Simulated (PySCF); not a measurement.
## Stationary points of SiF₂⁺

All numbers come from PBE0/[Si def2-TZVP, F def2-TZVP], no relativity, density fitting, PySCF.

Relaxations began from a few typed shapes; open shells are unrestricted. The search is not exhaustive: other isomers or separated fragments can lie lower, and high-lying points may rest on an excited occupation.

(1) Which is the lowest minimum found?
A. doublet D∞h: Si–F 1.547 Å (×2); F–Si–F 180.0°
B. doublet C2v: Si–F 1.533 Å (×2); F–Si–F 119.9°

Answers

(1) B. The others lie at 86.2 (doublet D∞h, a saddle point) kJ/mol above it.
